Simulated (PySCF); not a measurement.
**Partners of phosphine**

Gas-phase complexes of phosphine, each in one structure from a short search with a few starts, optimised by PBE0-D3(BJ)/def2-TZVPD; other ways of binding may lie lower. Energies in kcal/mol, wB97M-D3(BJ)/def2-TZVPD, counterpoise-corrected (PySCF): interaction is complex less parts frozen as they stand in it, binding adds what it costs to deform them. Contacts are written partner···phosphine; electrostatic, Pauli and orbital are terms of the uncorrected same energy, whose rest is dispersion or correlation.

7 other partners are left out, for which the search missed the form known or expected to bind best.

Frequency runs check only 2 of the 5 structures; an imaginary mode is left, so that the point isn't a minimum, in the complex with hydrogen sulfide (35i cm⁻¹). 2 further partners within 0.25 kcal/mol of a listed one are not ranked.

Order these partners of phosphine by binding energy, strongest first: hydrogen sulfide, hydrogen fluoride, PH2F, sulfur dioxide, fluoromethane.

hydrogen fluoride (-4.8), PH2F (-3.1), sulfur dioxide (-1.9), fluoromethane (-1.5), hydrogen sulfide (-1.2).
```tsv
partner	contact	distance (Å)	binding	interaction	electrostatic	Pauli	orbital
hydrogen fluoride	H···P	2.27	-4.8	-5.1	-7.6	9.1	-6.0
PH2F	P···P	2.84	-3.1	-3.3	-18.2	29.3	-12.8
sulfur dioxide	S···P	3.30	-1.9	-2.0	-6.6	9.2	-3.5
fluoromethane	F···P	3.28	-1.5	-1.5	-1.7	1.5	-0.5
hydrogen sulfide	H···P	2.83	-1.2	-1.2	-2.0	2.7	-1.0
```
